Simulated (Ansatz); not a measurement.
Reaction (SMILES): S (H2S) + H+ → [SH3+]
B3LYP-D3(BJ)/def2-TZVP geometries, fixed; electronic energies without zero-point terms; positive where energy is released.

Effect of a fitting basis named in the input at HF/def2-TZVPP with Ansatz (a program for electronic structure), against the last row, where the proton affinity is 176.80 kcal/mol. The default fits or decomposes integrals by the program's own choice; accuracy: high also tightens integrals, grids and stops.

```csv
setting,largest shift of a total energy (mEh),shift of the proton affinity (kcal/mol)
fitting: def2-SV(P)-JKFIT,0.021,0.004
fitting: def2-universal-JKFIT,0.021,0.004
fitting: cc-pVTZ-JKFIT,0.048,-0.005
fitting: cc-pVQZ-JKFIT,0.056,-0.013
fitting: cc-pV5Z-JKFIT,0.056,-0.013
accuracy: high,-0.002,0.000
accuracy: medium (default),0.000,0.000
```

Within 0.02 kcal/mol in the proton affinity: fitting: def2-SV(P)-JKFIT; fitting: def2-universal-JKFIT; fitting: cc-pVTZ-JKFIT; fitting: cc-pVQZ-JKFIT; fitting: cc-pV5Z-JKFIT; accuracy: high. The largest shift is 0.056 mEh in a total energy and 0.013 kcal/mol in the difference.
